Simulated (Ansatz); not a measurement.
# CCSD(T) against full CI for several species

Each species is computed at the geometry given (Å), with frozen cores, in Ansatz 0.2.0: RHF-CCSD(T) for singlets, UHF-CCSD(T) otherwise, and full CI in the same basis. The program picks the determinant by trial CCSD, so it needn't be the lowest Hartree–Fock solution. States: BCl⁺ Σ⁺ or Δ, GeH⁺ Σ⁺ or Δ, BO Σ⁺ or Δ. Cases whose determinant has another symmetry than full CI's state, or whose (Q) step broke down, weren't drawn. No relativity is included.

Judging by size, spin and bonding and the diagnostics given, rank them by the size of CCSD(T)'s error in total energy against full CI in the same basis, smallest first (an estimate).
A. GeH⁺, singlet, cc-pVQZ: Ge 0.000 0.000 0.000; H 0.000 0.000 1.434. T1 0.010, (T) -36 meV in a correlation energy of -2.39 eV
B. BCl⁺, doublet, 6-31G: B 0.000 0.000 0.000; Cl 0.000 0.000 1.752. T1 0.036, (T) -148 meV in a correlation energy of -2.62 eV
C. BO, doublet, 6-31G: B 0.000 0.000 0.000; O 0.000 0.000 0.963. T1 0.017, (T) -87 meV in a correlation energy of -4.17 eV

A (8.5 meV), C (21.4 meV), B (27.1 meV).

| species | basis | correlated electrons | CCSD(T) − full CI (meV) | CCSDT(Q) − full CI (meV) | unpaired electrons (full CI) | T1 | ⟨S²⟩ of the determinant |
| --- | --- | --- | --- | --- | --- | --- | --- |
| GeH⁺, singlet | cc-pVQZ | 4 | 8.5 | 0.3 | 0.06 | 0.010 | 0.00 |
| BO, doublet | 6-31G | 9 | 21.4 | -1.5 | 1.03 | 0.017 | 0.77 |
| BCl⁺, doublet | 6-31G | 9 | 27.1 | -10.9 | 1.05 | 0.036 | 0.76 |

Unpaired electrons are Σ n²(2−n)² over natural occupations; an open shell counts its own unpaired electrons too. Frozen cores follow each run's orbitals, which moves totals by a few meV.
